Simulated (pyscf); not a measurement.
H₃C–ZnH + hydrogen chloride (HCl) → methane (CH₄) + Cl–ZnH (four-centre exchange; singlet surface; C–Zn, Cl–H broken, C–H, Cl–Zn formed). Structures and frequencies: ωB97X-D3(BJ)/def2-SVP in PySCF. Correlated levels are frozen-core, on RHF or UHF. ΔMP2 is the change of the MP2 total energy from the triple- to the quadruple-zeta basis. Rate constants from transition-state theory, CCSD(T)/def2-TZVPP + ΔMP2(QZVPP) energies (ideal gas, 1 atm, RRHO with modes under 100 cm⁻¹ raised to 100, one conformer, R ln 2 for chiral ones without a mode under 150 cm⁻¹; no tunnelling), k in cm³ molecule⁻¹ s⁻¹.

| T (K) | 1000/T | log10 k |
|---|---|---|
| 298 | 3.354 | -18.30 |
| 600 | 1.667 | -15.04 |
| 900 | 1.111 | ? |
| 1200 | 0.833 | -13.05 |

Q: Fit an Arrhenius line to the three values, give the activation energy, and predict k at 900 K.

A: Least squares gives log10 k = -11.44 − 2.06 × 1000/T, so Ea = 2.06 × ln 10 × 1.987 = 9.4 kcal/mol, against an electronic barrier of 8.4. At 900 K the line gives -13.73; the computed value is -13.78 (ΔG‡ = 33.5 kcal/mol), close to the line. One saddle was located; it need not be the lowest between these sides. The CCSD(T) − MP2 part came from Ansatz, without density fitting, on the same reference. The frozen core leaves the outer d or s,p core shells of the metals and heavy elements correlated in the MP2 and CC values, and def2-TZVPP describes them poorly, which can shift differences by a few kcal/mol. Elements up to Kr have no core potential and no relativistic terms here.
